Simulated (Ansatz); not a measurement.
hcp Y, treated with PBE (PAW; Ansatz, a program for electronic structure).

Run with plane-wave cutoff 520 eV, 18×18×10 k mesh (along the axes of the cell as run), Fermi–Dirac smearing 0.05 eV, scalar-relativistic PAW data made under PBE.

Cell (relaxed at this level):

```
Y
1.0
    1.82803    -3.16623     0.00000
    1.82803     3.16623     0.00000
    0.00000     0.00000     5.68094
Y
2
Cartesian
  1.82803   1.05541   1.42024
  1.82803  -1.05541   4.26071
```

Question: Give the computed bulk modulus B0 and pressure derivative B′ of the bulk modulus.

Answer: 
* **bulk modulus B0**: 40.8 GPa
* **pressure derivative B′ of the bulk modulus**: 3.0

The run finds no gap.

Measured, for comparison: bulk modulus 41.7 GPa (zero-point energy and finite temperature contributions removed, our sources range from 37.3 to 41.7; as tabulated in doi:10.1021/acs.jctc.3c00612). Computed (rounded) less measured: bulk modulus -2 % (inside the range of the sources held).

Note: the bulk modulus comes from volumes at which shape and atoms were relaxed.

Computed values are for the static lattice.

Computing time: around 80 core-seconds (rough).
